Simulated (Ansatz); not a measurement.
Reaction: C4H5N (SMILES C(CC=C)#N) → C2H3 (SMILES [CH]=C, doublet) + C2H2N (SMILES [CH2]C#N, doublet) (the C-C bond breaks)
Each species at its own B3LYP-D3(BJ)/def2-TZVP minimum (Ansatz, an electronic-structure program), one conformer.

Total energies in hartree (Ansatz). UHF or UKS for unpaired electrons; spin-orbit terms are left out. Correlated methods leave the cores frozen. No relativity. The UHF reference of C2H3 ([CH]=C, doublet) is spin-contaminated (<S^2> up to 0.19 over the pure value in the sets run). The UHF reference of C2H2N ([CH2]C#N, doublet) is spin-contaminated (<S^2> up to 0.19 over the pure value in the sets run).

| species | HF/cc-pVTZ | CCSD(T)/cc-pVTZ | HF/cc-pVQZ | CCSD(T)/cc-pVQZ | CCSD(T)/cc-pVDZ | CCSDT(Q)/cc-pVDZ |
|---|---|---|---|---|---|---|
| 1: C4H5N (SMILES C=CCC#N) | -208.87516 | -209.77158 | -208.88880 | -209.83144 | -209.56690 | -209.57010 |
| 2: C2H3 (SMILES [CH]=C, doublet) | -77.41972 | -77.75200 | -77.42479 | -77.77372 | -77.67385 | -77.67568 |
| 3: C2H2N (SMILES [CH2]C#N, doublet) | -131.35222 | -131.86341 | -131.36085 | -131.90004 | -131.73965 | -131.74236 |

Problem. Work out the bond dissociation energy (electronic) in kcal/mol: take Hartree-Fock from cc-pVQZ, extrapolate the CCSD(T) correlation energy as X^-3 (X = 3, 4), and add CCSDT(Q) - CCSD(T) in cc-pVDZ. 1 hartree = 627.51 kcal/mol.

Solution. 
Species 1: correlation (64·(-0.94264) - 27·(-0.89642))/37 = -0.97637; step -0.00320; E1 = -208.88880 + (-0.97637) + (-0.00320) = -209.86837
Species 2: correlation (64·(-0.34893) - 27·(-0.33228))/37 = -0.36108; step -0.00183; E2 = -77.42479 + (-0.36108) + (-0.00183) = -77.78770
Species 3: correlation (64·(-0.53919) - 27·(-0.51119))/37 = -0.55962; step -0.00271; E3 = -131.36085 + (-0.55962) + (-0.00271) = -131.92318
-1·E1 +1·E2 +1·E3 = 0.15749 hartree = 98.8 kcal/mol.
